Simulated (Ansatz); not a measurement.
A made-up structure of CH2SSi, closed shell:

Si1  (0.176, 0.575, -0.683)
C2  (0.246, -0.740, 0.516)
S3  (0.617, -1.952, 1.385)
H4  (1.270, -2.383, 2.497)
H5  (0.076, 1.798, 0.166)
(Å)

It is relaxed with PBE-D4/def2-SVP and then PBE0-D4/def2-TZVP (Ansatz 0.2.0). Atoms count as bonded within 1.22 times the sum of their covalent radii (H–H: 0.88 Å). The end point is not checked to be a true minimum.

(1) Does its bonding change? (Judge from chemistry; the calculation decides.)

Answers

(1) By the calculation: No: no bond forms or breaks.

Where it ends: The first stage lowers the energy by 2.26 eV in 11 steps. It ends as CH₂SSi ([SiH][C][SH]):
```tsv
atom	x (Å)	y (Å)	z (Å)
Si1	0.4551	0.4926	-0.7077
C2	0.3819	-0.6774	0.5333
S3	0.1785	-1.9359	1.5227
H4	1.3857	-2.0361	2.1536
H5	-0.0152	1.4538	0.3792
```

Labels in which every atom is bracketed show which atoms are joined, not bond orders.

For scale, one of the runs: PBE0-D4/def2-TZVP relaxation, 117 basis functions, launched by `ansatz run in.yaml --threads 2 --pin off --events-out ev --progress --plain --max-ram 4352MiB`. Hardware: 2 CPU threads of an Arm Neoverse V1, shared host. Wall time about 24 s.
